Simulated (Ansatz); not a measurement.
# HClF (doublet): wave-function methods side by side at distance Cl1–H2 along a hydrogen transfer = 1.395 Å, cc-pVDZ

Aim: climb from Hartree-Fock through coupled cluster and multireference methods for HClF (doublet) at one geometry and basis, and see what each rung misses.

Computed with Ansatz 0.2.0, Gaussian basis. Level: cc-pVDZ, core rule «outside noble gas», up to 6 orbitals frozen.

The runs, in order: UHF; CCSD(T) on ROHF; CCSD(T) on UHF; BCCD(T) on ROHF; CISD; CCSDT(Q) on ROHF; CCSDT(Q) on UHF; CASSCF and MRCISD+Q, 3 electrons in 3 orbitals; CASSCF and NEVPT2, 3 electrons in 3 orbitals; CASSCF and MRCISD+Q, 15 electrons in 9 orbitals; CASSCF and NEVPT2, 15 electrons in 9 orbitals.

5 further runs of the same task are left out: 3 that didn't finish, 2 set aside as unsound or not needed.

## Step 1: The geometry

The geometry derives from fragments relaxed apart (PBE0/def2-TZVP) and kept rigid, so it is no stationary point. A hydrogen atom is moved between rigid fragments.

3 atoms, charge 0, spin multiplicity 2.

Atoms are counted from 1 here; the program's logs count them from 0.

Bond lengths: Cl1–H2 1.395 Å, H2–F3 1.054 Å. Angles: Cl1–H2–F3 180.0°.

Geometry (Å):

```xyz
3
ClFH
Cl    0.0000    0.0000   -1.2813
H     0.0000    0.0000    0.1137
F     0.0000    0.0000    1.1677
```

## Step 2: UHF

File in.yaml:

```yaml
crystal:
  periodic: [false, false, false]
  atoms:
    - {symbol: Cl, position_ang: [0.000000, 0.000000, -1.281333]}
    - {symbol: H, position_ang: [0.000000, 0.000000, 0.113667]}
    - {symbol: F, position_ang: [0.000000, 0.000000, 1.167667]}
basis:
  gaussian: {orbitals: cc-pVDZ}
magnetization: {spin_polarized: true, initial_magnetization: 1}
hamiltonian: {xc: hf}
output: {orbitals: {seedname: orbitals}}
```

Started as:

```console
$ ansatz run in.yaml --threads 1 --pin off --events-out ev --progress --plain --max-ram 2393MiB
```

Further steps of the session: CCSD(T) on ROHF; CCSD(T) on UHF; BCCD(T) on ROHF; CISD; CCSDT(Q) on ROHF; CCSDT(Q) on UHF; CASSCF and MRCISD+Q, 3 electrons in 3 orbitals; CASSCF and NEVPT2, 3 electrons in 3 orbitals; CASSCF and MRCISD+Q, 15 electrons in 9 orbitals; CASSCF and NEVPT2, 15 electrons in 9 orbitals.

Before running them: what should the planned runs give, taken together? Wanted: UCCSDT(Q) below the RHF energy; RMP2 from UCCSDT(Q); UMP2 from UCCSDT(Q); RCCSD from UCCSDT(Q); RCCSD(T) from UCCSDT(Q); UCCSD(T) from UCCSDT(Q); RCCSDT(Q) from UCCSDT(Q); NEVPT2 pair from UCCSDT(Q); MRCISD+Q pair from UCCSDT(Q).

As calculated:

```
                         quantity                                                   value
   UCCSDT(Q) below the RHF energy                                              -9.9406 eV
              RMP2 from UCCSDT(Q)                                              +637.2 meV
              UMP2 from UCCSDT(Q)                                              +826.1 meV
             RCCSD from UCCSDT(Q)                                              +191.6 meV
          RCCSD(T) from UCCSDT(Q)                                               +33.0 meV
          UCCSD(T) from UCCSDT(Q)                                               +32.8 meV
         RCCSDT(Q) from UCCSDT(Q)                                                +0.3 meV
       NEVPT2 pair from UCCSDT(Q)                                              +716.6 meV
     MRCISD+Q pair from UCCSDT(Q)                                               +98.8 meV
    NEVPT2 valence from UCCSDT(Q)                                             +1517.1 meV
levels within 1 kcal/mol (43 meV)  RCCSD(T), UCCSD(T), BCCD(T), RCCSDT, UCCSDT, RCCSDT(Q)
                    T1 diagnostic                                                   0.018
   effectively unpaired electrons                                                    1.01
```

RCCSD(T) misses by +33.0 meV, 0.3 % of the correlation energy. One determinant dominates. Of the multireference levels listed MRCISD+Q valence comes nearest in total energy (+94.9 meV), which doesn't show that its space is the better one. Coupled cluster took another determinant than the lowest Hartree-Fock one. These misses are within one basis, not against nature; the frozen cores of restricted and unrestricted runs differ, which can shift their rows.
